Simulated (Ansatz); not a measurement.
The input, for Ansatz 0.2.0:

```yaml
crystal:
  periodic: [false, false, false]
  atoms:
    - {symbol: Al, position_ang: [0.000000, -0.143301, 1.790435]}
    - {symbol: As, position_ang: [0.000000, 0.054308, -0.667817]}
    - {symbol: H, position_ang: [0.000000, 1.258720, 2.580257]}
    - {symbol: H, position_ang: [0.000000, -1.459507, -0.868621]}
basis:
  gaussian: {orbitals: cc-pVDZ}
magnetization: {spin_polarized: true, initial_magnetization: 2}
hamiltonian: {xc: {name: PBE}}
output: {orbitals: {seedname: orbitals}}
```

```sh
$ ansatz run in.yaml --threads 1 --pin off --events-out ev --progress --plain --max-ram 4096MiB --backend cpu
```

Log:

```
597 factors; integrals over basis functions are off by at most 1.3e-3 eV
mean field evaluation 1: about -67454.4229 eV, gradient 9.0e0 eV
mean field evaluation 2: about -67454.7403 eV, gradient 6.6e0 eV
mean field evaluation 4: about -67455.2190 eV, gradient 8.2e-1 eV
mean field evaluation 8: about -67455.2248 eV, gradient 9.2e-3 eV
mean field evaluation 16: about -67453.4014 eV, gradient 5.4e0 eV
mean field -67455.22476122 eV, -2478.9337871811 hartree, gradient 9.9e-6 eV, S^2 2.003198; 3 other end points of the search recorded, 0 dependent functions left out
reference -67455.22479568 eV, -2478.9337884477 hartree; 25, 23 occupied and 30, 32 virtual orbitals, 597 factors
Total energy: -67455.22479568 eV, -2478.9337884477 hartree
```

Ran on 1 thread of AMD EPYC 7R13, shared host: 2.5 s wall, 0.14 GiB peak host memory.
